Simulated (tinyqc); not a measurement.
Worked calculation: extended Hueckel theory, for N2. One step of it, computed by the program tinyqc.

Question. Wolfsberg-Helmholz matrix. H_ij = K' S_ij (H_ii + H_jj)/2 for i != j (the diagonal keeps H_ii), with K' = K + D^2 + D^4 (1 - K), D = (H_ii - H_jj)/(H_ii + H_jj), K = 2.

overlap S, order 1N 2s, 1N 2px, 1N 2py, 1N 2pz, 2N 2s, 2N 2px, 2N 2py, 2N 2pz:
$$\begin{pmatrix}
1.000000 & 0.000000 & 0.000000 & 0.000000 & 0.461623 & 0.000000 & 0.000000 & -0.447168 \\
0.000000 & 1.000000 & 0.000000 & 0.000000 & 0.000000 & 0.291711 & 0.000000 & 0.000000 \\
0.000000 & 0.000000 & 1.000000 & 0.000000 & 0.000000 & 0.000000 & 0.291711 & 0.000000 \\
0.000000 & 0.000000 & 0.000000 & 1.000000 & 0.447168 & 0.000000 & 0.000000 & -0.316626 \\
0.461623 & 0.000000 & 0.000000 & 0.447168 & 1.000000 & 0.000000 & 0.000000 & 0.000000 \\
0.000000 & 0.291711 & 0.000000 & 0.000000 & 0.000000 & 1.000000 & 0.000000 & 0.000000 \\
0.000000 & 0.000000 & 0.291711 & 0.000000 & 0.000000 & 0.000000 & 1.000000 & 0.000000 \\
-0.447168 & 0.000000 & 0.000000 & -0.316626 & 0.000000 & 0.000000 & 0.000000 & 1.000000
\end{pmatrix}$$

diagonal H_ii (eV): 1N 2s -26.000000, 1N 2px -13.400000, 1N 2py -13.400000, 1N 2pz -13.400000, 2N 2s -26.000000, 2N 2px -13.400000, 2N 2py -13.400000, 2N 2pz -13.400000

K = 2.000000

Give: H.

Answer.

H (eV), order 1N 2s, 1N 2px, 1N 2py, 1N 2pz, 2N 2s, 2N 2px, 2N 2py, 2N 2pz:
$$\begin{pmatrix}
-26.0000 & 0.0000 & 0.0000 & 0.0000 & -24.0044 & 0.0000 & 0.0000 & 18.4272 \\
0.0000 & -13.4000 & 0.0000 & 0.0000 & 0.0000 & -7.8179 & 0.0000 & 0.0000 \\
0.0000 & 0.0000 & -13.4000 & 0.0000 & 0.0000 & 0.0000 & -7.8179 & 0.0000 \\
0.0000 & 0.0000 & 0.0000 & -13.4000 & -18.4272 & 0.0000 & 0.0000 & 8.4856 \\
-24.0044 & 0.0000 & 0.0000 & -18.4272 & -26.0000 & 0.0000 & 0.0000 & 0.0000 \\
0.0000 & -7.8179 & 0.0000 & 0.0000 & 0.0000 & -13.4000 & 0.0000 & 0.0000 \\
0.0000 & 0.0000 & -7.8179 & 0.0000 & 0.0000 & 0.0000 & -13.4000 & 0.0000 \\
18.4272 & 0.0000 & 0.0000 & 8.4856 & 0.0000 & 0.0000 & 0.0000 & -13.4000
\end{pmatrix}$$
